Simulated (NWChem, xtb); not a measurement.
# How methods differ on SiNH2F (SMILES N[Si]F)

SiNH2F: 5 atoms, total charge 0, spin state singlet. SMILES: `N[Si]F`. The shape is that of a PBE0-D4/def2-TZVP optimisation. This is one conformer, not always the lowest.

Quantity: the mean polarisability, in bohr³. The values are calculated.

```
                               level            kind  program  value (bohr³)   CPU time
                            GFN2-xTB  semi-empirical      xtb           45.3  under 2 s
                            GFN0-xTB  semi-empirical      xtb           48.4  under 2 s
                      PBE0/6-311+G**   global hybrid   NWChem           37.3       55 s
   PBE0/6-31G* (spherical functions)   global hybrid   NWChem           31.6       18 s
  PBE0/6-31+G* (spherical functions)   global hybrid   NWChem           37.1       29 s
PBE0/6-31++G** (spherical functions)   global hybrid   NWChem           37.5       42 s
                PBE0/6-311++G(2d,2p)   global hybrid   NWChem           38.7       97 s
```

The values span 31.6 to 48.4 bohr³. CPU times are rough (shared hosts, several kinds of processor): they show what a rung costs within a factor of a few.
